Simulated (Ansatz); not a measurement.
propyne (SMILES C#CC) moved off its minimum; all values from Ansatz (an electronic-structure program), cores frozen in correlated methods.
(charge 0, multiplicity 1)
```xyz
7

C     -1.1844    -0.0586    -0.1350
C      0.1507     0.0759    -0.0134
C      1.4126     0.0681     0.2501
H     -1.4500    -0.9801    -0.7485
H     -1.6957     0.7822    -0.5631
H     -1.7217    -0.2648     0.7620
H      2.5080     0.3606     0.2666
```

Forces at HF/def2-TZVPP (eV/Å):

| atom | Fx | Fy | Fz |
|---|---|---|---|
| C1 | -5.737 | -2.490 | -1.773 |
| C2 | 14.118 | 0.343 | 2.919 |
| C3 | -6.538 | 1.265 | -2.262 |
| H4 | 0.453 | 1.386 | 0.398 |
| H5 | 0.115 | 0.359 | -0.420 |
| H6 | 0.135 | 0.082 | 1.032 |
| H7 | -2.546 | -0.946 | 0.106 |

**Question.** Give the forces (eV/Å), the total energy and the dipole at CCSD(T)/cc-pVTZ.

**Answer.** 
```tsv
atom	Fx	Fy	Fz
C1	-5.078	-2.304	-1.647
C2	10.585	0.506	1.998
C3	-3.481	0.895	-1.354
H4	0.307	1.087	0.260
H5	-0.104	0.560	-0.514
H6	-0.121	-0.018	1.216
H7	-2.108	-0.726	0.042
```
Energy -116.4078 hartree, dipole 0.87 D.

Doubts at one or more of the structures used: a restricted determinant that unrestricted orbitals would lower (CCSD(T)/cc-pVTZ).
